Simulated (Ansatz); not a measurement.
## HAl–AlH, singlet in 6-31G: errors against full CI

Geometry: a point of a stretch scan, not a stationary point.

```xyz
4

Al    0.0000   -0.2448    2.0867
Al    0.0000    0.2448   -2.0867
H     0.0000    1.0526    3.0608
H     0.0000   -1.0526   -3.0608
```

Basis 6-31G; Ansatz 0.2.0. Only valence electrons are correlated (noble-gas cores frozen), which leaves 8 electrons in 20 orbitals. Prefix R: restricted or restricted open-shell reference. Active spaces: valence = (8e, 10o) chosen from the atoms' valence shells; pair = (2e, 2o) about the gap.

Full CI is exact within this basis and frozen core; it isn't the basis-set limit.

- UHF ⟨S²⟩: 0.092
- T1 diagnostic (RCCSD): 0.0150
- largest doubles amplitude (RCCSD): 0.082

**Question.** From what is known of these methods and the diagnostics, rank them by the size of their error in total energy against full CI in 6-31G, smallest first (an estimate: the text doesn't fix the numbers).
A. CASSCF (valence space)
B. MRCISD+Q (valence space)
C. MRCISD+Q (pair space)
D. RCCSDT
E. RHF

**Answer.** D (0.4 kJ/mol), B (1.8 kJ/mol), C (4.2 kJ/mol), A (48.6 kJ/mol), E (243.8 kJ/mol).

All errors are against full CI in 6-31G. Below it: MRCISD+Q (pair space). Within each family the higher level lies nearer, as is usual though not guaranteed.

The full-CI state has the irrep Ag of C2h, in the program's axes.

Natural occupations of full CI about the gap: 1.968 1.967 1.908 1.885 0.055 0.046 0.043 0.037 0.031 0.030; effectively unpaired electrons, Σ n²(2−n)², 0.13.
